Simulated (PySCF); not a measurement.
S₂F₂ (singlet). Method: PBE0 in PySCF with S def2-TZVP, F def2-TZVP; no relativity; density-fitted integrals.

Harmonic bands of its minimum:

```csv
ω (cm⁻¹),IR (km/mol)
276,0.0
339,9.0
417,5.2
713,160
744,73.2
778,310
```

Problem. Infer the point group and assign the bands.

Solution. Cs. The modes span 2a'' + 4a': 276 a'', 339 a', 417 a', 713 a'', 744 a', 778 a'. The computed geometry has S–F 1.606 Å (×2), S–S 1.859 Å; F–S–F 92.0°, F–S–S 107.9° (×2).

Other isomers or separated fragments may lie lower.
